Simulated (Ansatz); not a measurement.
Input file:

```yaml
crystal:
  periodic: [false, false, false]
  atoms:
    - {symbol: Si, position_ang: [0.000000, 0.000000, 1.249328]}
    - {symbol: Al, position_ang: [0.000000, 0.000000, -1.159384]}
    - {symbol: H, position_ang: [0.000000, 1.405470, -1.888034]}
    - {symbol: H, position_ang: [0.000000, -1.405470, -1.888034]}
basis:
  gaussian: {orbitals: 6-31G}
magnetization: {spin_polarized: false, initial_magnetization: 3}
hamiltonian: {xc: hf}
scf: {lower_state_search: off}
output: {orbitals: {seedname: orbitals}}
```

```sh
$ ansatz run in.yaml --threads 1 --pin off --events-out ev --progress --plain --max-ram 2393MiB
```

(1) Roughly how long does this take on 1 thread of Arm Neoverse V1, shared host, and how much host memory?

```
these checks for a lower state are left out or cut short: stability, starts, cluster_reference, orbital_swaps, neighbouring_geometries, increment
342 factors; integrals over basis functions are off by at most 1.5e-4 eV
mean field evaluation 1: about -14471.7570 eV, gradient 7.2e0 eV
mean field evaluation 2: about -14471.7610 eV, gradient 7.2e0 eV
mean field evaluation 4: about -14472.7338 eV, gradient 1.1e0 eV
mean field evaluation 8: about -14472.7979 eV, gradient 2.0e-3 eV
mean field -14472.79788684 eV, -531.8655123267 hartree, gradient 9.9e-6 eV, S^2 3.750000; 0 other end points of the search recorded, 0 dependent functions left out
reference -14472.79788684 eV, -531.8655123267 hartree; 16, 13 occupied and 14, 17 virtual orbitals, 342 factors
Total energy: -14472.79788684 eV, -531.8655123267 hartree
Checks for a lower state left out: stability, starts, cluster_reference, orbital_swaps, neighbouring_geometries, increment
```

Results:

(1) 0.3 s wall and 0.16 GiB.
